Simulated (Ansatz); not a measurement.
# AlN+ (doublet): from Hartree-Fock to the top rungs, cc-pVDZ

The task here is to estimate one member of a computed series from the others.

Program: Ansatz 0.2.0, Gaussian basis. Level of theory: cc-pVDZ, core rule «outside noble gas», up to 6 orbitals frozen. These are calculated values, not measurements.

Plan: UHF; CCSD(T) on ROHF; CCSD(T) on UHF; BCCD(T) on ROHF; CISD; CCSDT(Q) on ROHF; CCSDT(Q) on UHF; CCSDTQ on ROHF; CCSDTQ on UHF; CASSCF and MRCISD+Q, 7 electrons in 8 orbitals; CASSCF and MRCISD+Q(relaxed), 7 electrons in 8 orbitals; CASSCF and NEVPT2, 7 electrons in 8 orbitals; Full CI.

6 further runs of the same task are left out: 6 set aside as unsound or not needed.

## The system

The geometry is a PBE0/def2-TZVP stationary point (not a proven minimum) of the parent state, kept for this charge and spin.

2 atoms, charge 1, spin multiplicity 2.

Atoms are counted from 1 here; the program's logs count them from 0.

Bond lengths: Al1–N2 1.789 Å.

The first run:

in.yaml

```yaml
crystal:
  periodic: [false, false, false]
  atoms:
    - {symbol: Al, position_ang: [0.000000, 0.000000, 0.000000]}
    - {symbol: N, position_ang: [0.000000, 0.000000, 1.789283]}
basis:
  gaussian: {orbitals: cc-pVDZ}
total_charge: 1
magnetization: {spin_polarized: true, initial_magnetization: 1}
hamiltonian: {xc: hf}
output: {orbitals: {seedname: orbitals}}
```

Launch:

```console
> ansatz run in.yaml --threads 1 --pin off --events-out ev --progress --plain --max-ram 3968MiB --backend cpu
```

Among the steps run: UHF; CCSD(T) on ROHF; CCSD(T) on UHF; BCCD(T) on ROHF; CISD; CCSDT(Q) on ROHF; CCSDT(Q) on UHF; CCSDTQ on ROHF; CCSDTQ on UHF; CASSCF and MRCISD+Q, 7 electrons in 8 orbitals; CASSCF and MRCISD+Q(relaxed), 7 electrons in 8 orbitals; CASSCF and NEVPT2, 7 electrons in 8 orbitals; Full CI.

One table of the session follows, with a row left open; its other results are not shown here.

```
                   method  from FCI (kcal/mol)
                     ROHF              +143.27
                     RMP2               +33.64
                     CISD                    ?
                    RCCSD               +10.14
                 RCCSD(T)                +2.07
                  BCCD(T)                +3.39
                   RCCSDT                +0.96
                RCCSDT(Q)                -0.23
                  RCCSDTQ                +0.06
           CASSCF valence               +54.80
           NEVPT2 valence               +11.85
           MRCISD valence                +2.82
         MRCISD+Q valence                +0.99
MRCISD+Q(relaxed) valence                -0.30
                      FCI                    0
```

Estimate the missing values for CISD.

As computed: from FCI (kcal/mol): +21.08. In the column «from FCI (kcal/mol)» it lies between NEVPT2 valence (+11.85) and RMP2 (+33.64).

Limits of these values: Left out of the table: UHF, UMP2, UCCSD, UCCSD(T), UCCSDT, UCCSDT(Q), UCCSDTQ (another determinant or state than the rows shown). RCCSDT(Q), MRCISD+Q(relaxed) valence fall below full CI, which methods that aren't variational can do.
